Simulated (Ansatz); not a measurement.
Basis-set series for C3H5FO, SMILES `FC1CCO1`. Total charge 0; spin multiplicity 1. Geometry: relaxed with PBE0-D4/def2-TZVP.

```xyz
10

F     1.890   -0.797   -0.413
C     0.789   -0.581    0.375
C    -0.506   -0.460   -0.418
C    -0.464    1.001    0.035
O     0.728    0.747    0.807
H     0.857   -1.294    1.202
H    -0.382   -0.639   -1.484
H    -1.337   -1.048   -0.032
H    -1.286    1.327    0.675
H    -0.287    1.743   -0.747
```

| functional | basis | functions | energy (Eh) | HOMO (eV) | LUMO (eV) |
| --- | --- | --- | --- | --- | --- |
| PBE0-D4 | def2-TZVPP | 225 | -292.17033 | -8.19 | 1.39 |
| PBE0-D4 | def2-QZVPP | 435 | -292.18600 | -8.23 | 0.81 |
| ωB97M-V | def2-TZVPP | 225 | -292.37953 | -10.60 | 2.82 |
| ωB97M-V | def2-QZVPP | 435 | -292.39458 | -10.65 | 1.92 |

Task: Give the rows for def2-SVP. (Best estimate.)

Result: Ansatz gave: 
| functional | basis | functions | energy (Eh) | HOMO (eV) | LUMO (eV) |
| --- | --- | --- | --- | --- | --- |
| PBE0-D4 | def2-SVP | 95 | -291.82956 | -8.04 | 1.91 |
| ωB97M-V | def2-SVP | 95 | -292.02788 | -10.46 | 3.58 |

Positive LUMOs are unbound and depend on the basis.
